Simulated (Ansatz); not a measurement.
```yaml
atoms:
  - { symbol: H, position_ang: [0.0000, 0.0000, -0.8603] }
  - { symbol: O, position_ang: [0.0000, 0.0000, 0.3290] }
  - { symbol: H, position_ang: [0.0000, 0.0000, -1.7719] }
```

Basis set: pcseg-2 (spherical functions). Charge 0, multiplicity 3.

Computed with Ansatz (development build ahead of 0.2.0); each method stands on the lowest determinant of its kind that the runs found.

Question: Give the atomization energy at this shape (free ground-state atoms in the same class of orbitals less the molecule, no zero-point energy) of triplet H₂O by r²SCAN (unrestricted), PBE0 (unrestricted).

Answer:

```
               method  atomization energy
r²SCAN (unrestricted)             4.56 eV
  PBE0 (unrestricted)             4.27 eV
```

Caution: other spin multiplicities may lie lower.

The shape needn't be a minimum at these levels.
